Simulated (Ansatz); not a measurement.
What does this script print? It uses the Ansatz DFT code, driven from Python.

`cf2.xyz`
```text
3

F     0.39694    1.03280    0.33277
C     0.32682   -0.27218    0.14973
F    -0.72376   -0.76062   -0.48250
```

`composite.py`:
```python
"""A composite energy for CF2: DFT geometry, MP2 basis limit, coupled-cluster correction."""

import itertools

import ansatz as az
from ase.data import atomic_numbers, covalent_radii
import numpy as np


def main() -> None:
    geometry = az.Crystal.molecule_from_extxyz("cf2.xyz")

    job = (
        geometry.calculation()
        .basis(gaussian="def2-SVP")  # the orbital basis, by name
        .functional("B3LYP")
    )
    symbols = [site.symbol for site in geometry.cartesian_sites]
    start = np.array([site.position_ang for site in geometry.cartesian_sites], dtype=float)
    summary = job.relax(force_tolerance=0.01, max_steps=100).run().report
    end = np.array(summary["positions_ang"])
    # pairs closer than 1.2 times the sum of covalent radii, before or after
    radius = [covalent_radii[atomic_numbers[s]] for s in symbols]
    span = lambda where, i, j: np.linalg.norm(where[i] - where[j])
    bonded = [(i, j) for i, j in itertools.combinations(range(len(symbols)), 2) if min(span(start, i, j), span(end, i, j)) < 1.2 * (radius[i] + radius[j])]
    print("pair        before    after (A)")
    for i, j in bonded:
        print(f"{symbols[i]}{i}-{symbols[j]}{j}".ljust(10), f"{span(start, i, j):8.4f} {span(end, i, j):8.4f}")

    minimum = az.Crystal.molecule()
    for symbol, place in zip(symbols, end):
        minimum = minimum.atom(symbol, place.tolist())
    at_minimum = minimum.calculation()
    # MP2 extrapolated to the basis limit, plus the small-basis difference CCSD(T) - MP2
    level = lambda method, basis: at_minimum.basis(gaussian=basis).correlation(method).run().report
    small, large, cluster = level("mp2", "cc-pVDZ"), level("mp2", "cc-pVTZ"), level("ccsd_t", "cc-pVDZ")
    corr = lambda each: (each["free_energy_ev"] - each["reference_energy_ev"]) / 27.211386246
    mp2_limit = (27 * corr(large) - 8 * corr(small)) / 19
    pieces = {"HF / cc-pVTZ": large["reference_energy_ev"] / 27.211386246, "MP2 correlation, DZ-TZ limit": mp2_limit, "CCSD(T) - MP2 / cc-pVDZ": corr(cluster) - corr(small)}
    for name, value in pieces.items():
        print(f"{name:32s} {value:14.6f} Ha")
    print(f"{'sum':32s} {sum(pieces.values()):14.6f} Ha")
    print("T1 diagnostic", round(cluster["correlation"]["coupled_cluster"]["t1_diagnostic"], 4))


if __name__ == "__main__":
    main()
```

```console
$ python composite.py
pair        before    after (A)
F0-C1        1.3196   1.2988
C1-F2        1.3199   1.2988
HF / cc-pVTZ                        -236.754782 Ha
MP2 correlation, DZ-TZ limit          -0.697182 Ha
CCSD(T) - MP2 / cc-pVDZ               -0.026160 Ha
sum                                 -237.478124 Ha
T1 diagnostic 0.0177
```

Total energies depend on the basis set; only differences at equal settings carry meaning. The sum leaves out core correlation, relativity, the Hartree-Fock basis error and zero-point energy; a DZ-TZ extrapolation is rough. b3lyp holds the VWN-RPA fit, as in Gaussian; the form of ORCA and Turbomole is b3lyp5. Inner cores stay frozen, so this is valence correlation. An extrapolation from small basis sets is rough. It ran for 5.9 s on 1 thread of Arm Neoverse V1, on a shared host, peak memory 0.2 GiB.
